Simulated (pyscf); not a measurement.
PySCF, gas phase, ωB97X-D3(BJ)/def2-SVP geometries.

Q: Estimate the classical barrier height and the reaction energy of H₃C–Hf(Cl)(Cl)–Cl + HCl → CH₄ + Cl–Hf(Cl)(Cl)–Cl at ωB97M-D3(BJ)/def2-TZVP. The step runs on the singlet surface, breaks C–Hf, Cl–H and forms C–H, Cl–Hf; take the separated reactants as zero.

A: ΔE‡ = 0.19 eV, ΔE = -2.06 eV. Zero-point energy shifts the barrier by +0.03 eV. It is a four-centre exchange, with an imaginary mode of 339i cm⁻¹. On the reactant side the descent ends in an adduct with a Cl–Hf contact, 0.16 eV under the separated species and 0.15 eV under the saddle at ωB97X-D3(BJ)/def2-TZVP. What is counted as formed (Cl–Hf) is already present as a longer contact in the reactant adduct; forming that adduct is a step of its own. At ωB97X-D3(BJ)/def2-TZVP the barrier from the zero used here is 0.00 eV. This is the saddle that the search found; another between the same sides may lie lower. Elements past Kr carry the def2 core potentials, without spin-orbit coupling.
